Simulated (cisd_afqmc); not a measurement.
Input (AFQMC/CISD/cc-pVDZ; cisd_afqmc is a phaseless AFQMC code with CISD trial states that reads the integrals written by Ansatz):

Ansatz 0.2 input:
```python
import cisd_afqmc

open("ham.yaml", "w").write("""\
crystal:
  periodic: [false, false, false]
  atoms:
    - {symbol: C, position_ang: [0.00109578, 0.88292603, -0.03266359]}
    - {symbol: C, position_ang: [0.76578700, -0.36066336, 0.05127381]}
    - {symbol: C, position_ang: [-0.76663254, -0.35872664, 0.05221618]}
    - {symbol: H, position_ang: [0.00167460, 1.68930054, -0.74864080]}
    - {symbol: H, position_ang: [1.29435638, -0.71852673, -0.82707130]}
    - {symbol: H, position_ang: [1.25040396, -0.61994977, 0.98734662]}
    - {symbol: H, position_ang: [-1.25075168, -0.61678875, 0.98888473]}
    - {symbol: H, position_ang: [-1.29718467, -0.71525147, -0.82547762]}
basis:
  gaussian:
    orbitals: cc-pVDZ
magnetization: {spin_polarized: true, initial_magnetization: 1}
correlation: {method: ccsd, electrons: outside_noble_gas, hamiltonian_folder: ham}
""")
rep = cisd_afqmc.ansatz("ham.yaml")
e_ccsd = rep["correlation"]["coupled_cluster"]["energy"]["hartree"]
out = cisd_afqmc.run("ham", e_ccsd, trial="CISD", walkers=100, populations=8, threads=8, dt=0.005, steps=40, early=24, settle=10, least=32,
    cut=5e-5, rank_cut=2e-4, target=0.0004, seconds=1500, seed=1, memory=17280, gpu=False)
```

Output:

```
orbitals 64, occupied [9, 8], factors 382 of 609, rank of the doubles 435 of 943
E(HF) = -116.424430
E(CCSD) on the cut factors = -116.852435, shift to the whole factors -0.000018
Energy of the trial state on the determinant = -116.852434
  tau behind 7.2 of longer steps, mean of the populations' last blocks
   2.0  -116.86760
   4.0  -116.86612
   6.0  -116.86720
   8.0  -116.86840
  10.0  -116.86598
  12.0  -116.86619
  14.0  -116.86778
blocks 559 (0 outliers left out), error by blocks joined: 1: 0.00022, 2: 0.00028, 4: 0.00033, 8: 0.00039, 16: 0.00039
E(AFQMC/CISD) = -116.86694 +/- 0.00039
```
